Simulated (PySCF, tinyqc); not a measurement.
FCI on RHF in the sto-3g basis, frozen core, for LiH, spin multiplicity 1, step by step. The lowest restricted solution is unstable here: a spin-polarised one lies 0.0344 hartree lower (PySCF). Computed by tinyqc, a small Python program that keeps every step (integrals from PySCF). Settings: charge = 0, multiplicity = 1, basis = sto-3g, method = RHF, frozen orbitals = 1, energy threshold = 1e-10, iteration cap = 58, orthogonalisation = canonical, start = atomic densities, DIIS depth = 6, ci = FCI. Command: `OMP_NUM_THREADS=1 python tinyqc.py 27552 27553 out.jsonl` (the two numbers bound the seeds that draw the settings). One thread of a shared host (Intel(R) Xeon(R) Processor @ 2.60GHz), about 0.1 s of CPU time with the checks. The early iterations of the SCF are left out here.

## One-electron integrals

Geometry (angstrom):
```
atom         x         y         z
Li    0.000000  0.000000  0.000000
H     0.000000  0.000000  2.572000
```

Basis sto-3g: exponents (1/bohr^2) and contraction coefficients of normalised primitives:
```
element  l (shell)   exponent  coefficient
Li           s (1)  16.119575     0.154329
Li           s (1)   2.936201     0.535328
Li           s (1)   0.794651     0.444635
Li           s (2)   0.636290    -0.099967
Li           s (2)   0.147860     0.399513
Li           s (2)   0.048089     0.700115
Li           p (3)   0.636290     0.155916
Li           p (3)   0.147860     0.607684
Li           p (3)   0.048089     0.391957
H            s (1)   3.425251     0.154329
H            s (1)   0.623914     0.535328
H            s (1)   0.168855     0.444635
```

Overlap, kinetic and nuclear-attraction integrals over the contracted functions; the nuclear repulsion is the sum of Za Zb / Rab.

nuclear repulsion = 0.61723625 hartree

overlap S, order 1Li 1s, 1Li 2s, 1Li 2px, 1Li 2py, 1Li 2pz, 2H 1s:
```
[[1.000000, 0.241137, 0.000000, 0.000000, 0.000000, 0.006739],
 [0.241137, 1.000000, 0.000000, 0.000000, 0.000000, 0.185140],
 [0.000000, 0.000000, 1.000000, 0.000000, 0.000000, 0.000000],
 [0.000000, 0.000000, 0.000000, 1.000000, 0.000000, 0.000000],
 [0.000000, 0.000000, 0.000000, 0.000000, 1.000000, 0.279473],
 [0.006739, 0.185140, 0.000000, 0.000000, 0.279473, 1.000000]]
```

kinetic energy T (hartree), order 1Li 1s, 1Li 2s, 1Li 2px, 1Li 2py, 1Li 2pz, 2H 1s:
```
[[3.576786, -0.020237, 0.000000, 0.000000, 0.000000, -0.004047],
 [-0.020237, 0.102163, 0.000000, 0.000000, 0.000000, 0.002623],
 [0.000000, 0.000000, 0.319682, 0.000000, 0.000000, 0.000000],
 [0.000000, 0.000000, 0.000000, 0.319682, 0.000000, 0.000000],
 [0.000000, 0.000000, 0.000000, 0.000000, 0.319682, 0.021769],
 [-0.004047, 0.002623, 0.000000, 0.000000, 0.021769, 0.760032]]
```

nuclear attraction V (hartree), order 1Li 1s, 1Li 2s, 1Li 2px, 1Li 2py, 1Li 2pz, 2H 1s:
```
[[-8.188627, -1.013956, 0.000000, 0.000000, -0.006233, -0.025771],
 [-1.013956, -1.409115, 0.000000, 0.000000, -0.069887, -0.263386],
 [0.000000, 0.000000, -1.382978, 0.000000, 0.000000, 0.000000],
 [0.000000, 0.000000, 0.000000, -1.382978, 0.000000, 0.000000],
 [-0.006233, -0.069887, 0.000000, 0.000000, -1.432065, -0.400990],
 [-0.025771, -0.263386, 0.000000, 0.000000, -0.400990, -1.843842]]
```

core Hamiltonian H = T + V (hartree), order 1Li 1s, 1Li 2s, 1Li 2px, 1Li 2py, 1Li 2pz, 2H 1s:
```
[[-4.611840, -1.034193, 0.000000, 0.000000, -0.006233, -0.029818],
 [-1.034193, -1.306952, 0.000000, 0.000000, -0.069887, -0.260762],
 [0.000000, 0.000000, -1.063296, 0.000000, 0.000000, 0.000000],
 [0.000000, 0.000000, 0.000000, -1.063296, 0.000000, 0.000000],
 [-0.006233, -0.069887, 0.000000, 0.000000, -1.112384, -0.379221],
 [-0.029818, -0.260762, 0.000000, 0.000000, -0.379221, -1.083810]]
```

## Two-electron integrals

Functions are numbered as in S; the eight-fold symmetry (ij|kl) = (ji|kl) = (kl|ij) leaves the list below.

Two-electron integrals (ij|kl) in chemists' order, unique and non-zero (hartree):
```
(11|11) 1.680395   (21|11) 0.265420   (21|21) 0.049941   (22|11) 0.397727
(22|21) 0.092860   (22|22) 0.290562   (31|31) 0.008981   (32|31) 0.013788
(32|32) 0.064184   (33|11) 0.396640   (33|21) 0.092880   (33|22) 0.290497
(33|33) 0.312946   (41|41) 0.008981   (42|41) 0.013788   (42|42) 0.064184
(43|43) 0.016869   (44|11) 0.396640   (44|21) 0.092880   (44|22) 0.290497
(44|33) 0.279207   (44|44) 0.312946   (51|51) 0.008981   (52|51) 0.013788
(52|52) 0.064184   (53|53) 0.016869   (54|54) 0.016869   (55|11) 0.396640
(55|21) 0.092880   (55|22) 0.290497   (55|33) 0.279207   (55|44) 0.279207
(55|55) 0.312946   (61|11) 0.006774   (61|21) 0.001306   (61|22) 0.002559
(61|33) 0.002520   (61|44) 0.002520   (61|51) 0.000196   (61|52) 0.000392
(61|55) 0.002637   (61|61) 0.000040   (62|11) 0.048296   (62|21) 0.011567
(62|22) 0.043111   (62|33) 0.040510   (62|44) 0.040510   (62|51) 0.001667
(62|52) 0.013709   (62|55) 0.048269   (62|61) 0.000385   (62|62) 0.015153
(63|31) 0.000503   (63|32) 0.003150   (63|53) 0.001598   (63|63) 0.000614
(64|41) 0.000503   (64|42) 0.003150   (64|54) 0.001598   (64|64) 0.000614
(65|11) 0.070329   (65|21) 0.016899   (65|22) 0.064011   (65|33) 0.059731
(65|44) 0.059731   (65|51) 0.002564   (65|52) 0.021323   (65|55) 0.072505
(65|61) 0.000569   (65|62) 0.023671   (65|65) 0.037081   (66|11) 0.205740
(66|21) 0.049607   (66|22) 0.200528   (66|33) 0.185587   (66|44) 0.185587
(66|51) 0.006225   (66|52) 0.067103   (66|55) 0.230137   (66|61) 0.001629
(66|62) 0.096380   (66|65) 0.153097   (66|66) 0.774606
```

## Orthogonalisation

S = U s U^T; canonical form X = U s^(-1/2), so that X^T S X = 1. Each column of U has its largest component positive (the first on a tie).

eigenvalues of S: [0.632038, 0.815367, 1.000000, 1.000000, 1.178874, 1.373721]

X, order 1Li 1s, 1Li 2s, 1Li 2px, 1Li 2py, 1Li 2pz, 2H 1s:
```
[[0.424496, 0.690258, 0.000000, 0.000000, 0.561175, 0.303304],
 [-0.669495, -0.517821, 0.000000, 0.000000, 0.425222, 0.455418],
 [0.000000, 0.000000, -0.320686, 0.947186, 0.000000, 0.000000],
 [0.000000, 0.000000, 0.947186, 0.320686, 0.000000, 0.000000],
 [-0.590691, 0.579173, 0.000000, 0.000000, -0.500087, 0.392048],
 [0.777720, -0.382629, 0.000000, 0.000000, -0.320076, 0.524260]]
```

Within a degenerate level the vectors are fixed only up to a rotation; this is one choice.

## Iteration 9 (converged): orbitals

converged F (hartree), order 1Li 1s, 1Li 2s, 1Li 2px, 1Li 2py, 1Li 2pz, 2H 1s:
```
[[-2.375484, -0.644768, 0.000000, 0.000000, 0.012759, -0.018457],
 [-0.644768, -0.203708, 0.000000, 0.000000, -0.041834, -0.158656],
 [0.000000, 0.000000, 0.155552, 0.000000, 0.000000, 0.000000],
 [0.000000, 0.000000, 0.000000, 0.155552, 0.000000, 0.000000],
 [0.012759, -0.041834, 0.000000, 0.000000, 0.087379, -0.158624],
 [-0.018457, -0.158656, 0.000000, 0.000000, -0.158624, -0.057087]]
```

Diagonalise F' = X^T F X, C = X C', fill 2 alpha and 2 beta electrons from the bottom; D = 2 C_occ C_occ^T. Each column has its largest component positive (the first on a tie).

F' = X^T F X (hartree):
```
[[0.102367, -0.429480, 0.000000, 0.000000, -0.412755, -0.267109],
 [-0.429480, -0.652087, 0.000000, 0.000000, -0.924270, -0.474453],
 [0.000000, 0.000000, 0.155552, 0.000000, 0.000000, 0.000000],
 [0.000000, 0.000000, 0.000000, 0.155552, 0.000000, 0.000000],
 [-0.412755, -0.924270, 0.000000, 0.000000, -1.066958, -0.650227],
 [-0.267109, -0.474453, 0.000000, 0.000000, -0.650227, -0.599904]]
```

orbital energies (hartree): [-2.377889, -0.203902, 0.064177, 0.155552, 0.155552, 0.301032]

coefficients C, order 1Li 1s, 1Li 2s, 1Li 2px, 1Li 2py, 1Li 2pz, 2H 1s:
```
[[0.991615, -0.150149, -0.217515, 0.000000, 0.000000, -0.102017],
 [0.032734, 0.535772, 0.800921, 0.000000, 0.000000, 0.418311],
 [0.000000, 0.000000, 0.000000, -0.400878, 0.916132, 0.000000],
 [0.000000, 0.000000, 0.000000, 0.916132, 0.400878, 0.000000],
 [-0.004161, 0.305083, -0.558770, 0.000000, 0.000000, 0.826335],
 [-0.002026, 0.634955, -0.278918, 0.000000, 0.000000, -0.804725]]
```

D after iteration 9, order 1Li 1s, 1Li 2s, 1Li 2px, 1Li 2py, 1Li 2pz, 2H 1s:
```
[[2.011689, -0.095972, 0.000000, 0.000000, -0.099868, -0.194692],
 [-0.095972, 0.576247, 0.000000, 0.000000, 0.326637, 0.680250],
 [0.000000, 0.000000, 0.000000, 0.000000, 0.000000, 0.000000],
 [0.000000, 0.000000, 0.000000, 0.000000, 0.000000, 0.000000],
 [-0.099868, 0.326637, 0.000000, 0.000000, 0.186186, 0.387445],
 [-0.194692, 0.680250, 0.000000, 0.000000, 0.387445, 0.806344]]
```

Within a degenerate level the vectors are fixed only up to a rotation; this is one choice.

## Convergence

Stop when the energy changes by less than 1e-10 hartree and every element of the error matrix X^T (F D S - S D F) X is below 3e-06.

Course of the cycle:
```
iteration  E (hartree)     change  largest element of the error matrix
1          -7.61098884          -                             5.09e-02
2          -7.74582022  -1.35e-01                             1.00e-01
3          -7.75403274  -8.21e-03                             6.71e-02
4          -7.76154237  -7.51e-03                             5.96e-03
5          -7.76187094  -3.29e-04                             2.21e-03
6          -7.76188525  -1.43e-05                             4.09e-04
7          -7.76188549  -2.37e-07                             2.26e-05
8          -7.76188549  -1.11e-09                             2.41e-07
9          -7.76188549  -3.16e-13                             1.94e-08
```

PySCF RHF in the same basis = -7.76188549 hartree

Converged in 9 iterations.

## Integrals over molecular orbitals

(pq|rs) = sum C_ip C_jq C_kr C_ls (ij|kl), one index at a time.

one-electron integrals over orbitals h = C^T H C (hartree):
```
[[-4.603165, 0.097061, 0.158400, 0.000000, 0.000000, 0.048533],
 [0.097061, -1.194165, -0.005206, 0.000000, 0.000000, -0.071985],
 [0.158400, -0.005206, -1.072143, 0.000000, 0.000000, -0.011098],
 [0.000000, 0.000000, 0.000000, -1.063296, 0.000000, 0.000000],
 [0.000000, 0.000000, 0.000000, 0.000000, -1.063296, 0.000000],
 [0.048533, -0.071985, -0.011098, 0.000000, 0.000000, -1.022109]]
```

Two-electron integrals over orbitals (pq|rs), unique and non-zero (hartree); the lowest 1 orbital is frozen and left out:
```
(22|22) 0.424623    (32|22) -0.072208   (32|32) 0.035317    (33|22) 0.213911
(33|32) 0.018400    (33|33) 0.315071    (42|42) 0.020893    (43|42) 0.021966
(43|43) 0.041260    (44|22) 0.228419    (44|32) 0.023182    (44|33) 0.275188
(44|44) 0.312946    (52|52) 0.020893    (53|52) 0.021966    (53|53) 0.041260
(54|54) 0.016869    (55|22) 0.228419    (55|32) 0.023182    (55|33) 0.275188
(55|44) 0.279207    (55|55) 0.312946    (62|22) -0.100507   (62|32) 0.057771
(62|33) 0.012857    (62|44) 0.045942    (62|55) 0.045942    (62|62) 0.131695
(63|22) 0.068680    (63|32) -0.029931   (63|33) -0.037033   (63|44) -0.014407
(63|55) -0.014407   (63|62) -0.047403   (63|63) 0.041755    (64|42) 0.016795
(64|43) 0.009725    (64|64) 0.017901    (65|52) 0.016795    (65|53) 0.009725
(65|65) 0.017901    (66|22) 0.389229    (66|32) -0.051779   (66|33) 0.242028
(66|44) 0.251569    (66|55) 0.251569    (66|62) -0.069241   (66|63) 0.047326
(66|66) 0.379329
```

## FCI: determinants and Hamiltonian

one-electron integrals dressed by the frozen orbital, h + 2 (pq|11) - (p1|1q) (hartree), order 2, 3, 4, 5, 6:
```
[[-0.628525, 0.072208, 0.000000, 0.000000, 0.100507],
 [0.072208, -0.328328, 0.000000, 0.000000, -0.079589],
 [0.000000, 0.000000, -0.280394, 0.000000, 0.000000],
 [0.000000, 0.000000, 0.000000, -0.280394, 0.000000],
 [0.100507, -0.079589, 0.000000, 0.000000, -0.345731]]
```

energy of the frozen orbital, 2 h_11 + (11|11) = -7.54669402 hartree

Hartree-Fock energy = -7.76188549 hartree

Slater-Condon rules over spin orbitals, with the nuclear repulsion and the energy of the frozen orbital added and E(HF) subtracted on the diagonal. Only determinants linked to the reference directly or through others are kept (one block of an abelian symmetry group), so some states are absent.

Occupation strings over the orbitals (2 doubly, a alpha, b beta, 0 empty; spin orbitals ordered 1a 1b 2a 2b ...): 220000 2ab000 2a000b 2ba000 2b000a 202000 20a00b 200200 200020 20b00a 200002

H - E(HF) between determinants (hartree), order 220000, 2ab000, 2a000b, 2ba000, 2b000a, 202000, 20a00b, 200200, 200020, 20b00a, 200002:
```
[[0.000000, 0.000000, 0.000000, 0.000000, 0.000000, 0.035317, 0.057771, 0.020893, 0.020893, -0.057771, 0.131695],
 [0.000000, 0.089485, -0.010909, -0.035317, -0.057771, 0.090608, -0.029931, 0.021966, 0.021966, -0.113364, -0.047403],
 [0.000000, -0.010909, 0.247400, -0.057771, -0.131695, -0.029931, 0.020429, 0.016795, 0.016795, 0.047403, 0.031265],
 [0.000000, -0.035317, -0.057771, 0.089485, -0.010909, -0.090608, -0.113364, -0.021966, -0.021966, -0.029931, 0.047403],
 [0.000000, -0.057771, -0.131695, -0.010909, 0.247400, 0.029931, 0.047403, -0.016795, -0.016795, 0.020429, -0.031265],
 [0.035317, 0.090608, -0.029931, -0.090608, 0.029931, 0.490843, -0.116622, 0.041260, 0.041260, 0.116622, 0.041755],
 [0.057771, -0.029931, 0.020429, -0.113364, 0.047403, -0.116622, 0.400397, 0.009725, 0.009725, -0.041755, -0.032263],
 [0.020893, 0.021966, 0.016795, -0.021966, -0.016795, 0.041260, 0.009725, 0.584586, 0.016869, -0.009725, 0.017901],
 [0.020893, 0.021966, 0.016795, -0.021966, -0.016795, 0.041260, 0.009725, 0.016869, 0.584586, -0.009725, 0.017901],
 [-0.057771, -0.113364, 0.047403, -0.029931, 0.020429, 0.116622, -0.041755, -0.009725, -0.009725, 0.400397, 0.032263],
 [0.131695, -0.047403, 0.031265, 0.047403, -0.031265, 0.041755, -0.032263, 0.017901, 0.017901, 0.032263, 0.520295]]
```

## FCI: roots

Diagonalise (each vector has its largest component positive (the first on a tie)); all determinants have Ms = 0, so triplets appear too. The lowest singlet root is the correlation energy.

lowest roots of this matrix, relative to E(HF) (hartree): [-0.056918, -0.015945, 0.023121, 0.104636, 0.351416, 0.401407, 0.439825, 0.548988]

lowest vectors, order 220000, 2ab000, 2a000b, 2ba000, 2b000a, 202000, 20a00b, 200200, 200020, 20b00a, 200002:
```
[[0.919863, 0.000000, -0.236157, 0.000000],
 [0.117082, 0.637812, 0.591850, -0.148780],
 [-0.019056, 0.228325, -0.135558, 0.642340],
 [-0.117082, 0.637812, -0.591850, -0.148780],
 [0.019056, 0.228325, 0.135558, 0.642340],
 [-0.157788, 0.000000, -0.330621, 0.000000],
 [-0.176010, 0.202643, -0.170496, -0.255469],
 [-0.015617, 0.000000, -0.005377, 0.000000],
 [-0.015617, 0.000000, -0.005377, 0.000000],
 [0.176010, 0.202643, 0.170496, -0.255469],
 [-0.195870, 0.000000, 0.198491, 0.000000]]
```

<S^2> of these roots: [0.000000, 2.000000, 0.000000, 2.000000, 0.000000, 0.000000, 2.000000, 0.000000]

weight of the ground state by excitation level 0, 1, 2, ...: [0.846148, 0.028143, 0.125709]

The reference has a weight of only 0.85: one determinant is a poor start here. A root of higher spin lies below E(HF).
